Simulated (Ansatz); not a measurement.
Compare A (`CC[SiH3]`) with its isomer B (`C[SiH2]C`).

Gas-phase electronic energies from Ansatz, PBE0-D4/def2-TZVP geometries. CCSD(T)/CBS adds triple-zeta CCSD(T) − MP2 to the extrapolated MP2 energy (def2 sets, frozen cores). Functionals use def2-TZVPP.

Which isomer does CCSD(T)/CBS put lower? Give the gap. (Best estimate.)

Ansatz gave: B, by 12.7 kcal/mol.

Give E(B) − E(A) in kcal/mol with r2SCAN-D4, B2PLYP, MP2/def2-TZVPP, CCSD(T)/def2-TZVPP, ωB97M-V, CCSD/def2-TZVPP, HF/def2-TZVPP. (Estimate.)

The calculation gave: r2SCAN-D4 -13.6, B2PLYP -12.8, MP2/def2-TZVPP -12.9, CCSD(T)/def2-TZVPP -12.3, ωB97M-V -13.1, CCSD/def2-TZVPP -12.3, HF/def2-TZVPP -11.8. None reverses the order clearly.

Does the order hold for the free energy at 298.15 K (harmonic terms from PBE0-D4)? (An estimate is asked.)

Computed: Yes: G(B) − G(A) = -12.4 kcal/mol.

Largest T1 diagnostic: 0.010.

At CCSD(T), def2-SVP lies +3.7 kcal/mol from the extrapolated value and def2-TZVPP +0.4 kcal/mol. Leaving LDA and LC-ωPBE aside and taking each functional with its dispersion term where it has one, the values, not all of them listed here, spread over 1.4 kcal/mol, from r2SCAN-D4 to revPBE-D4.
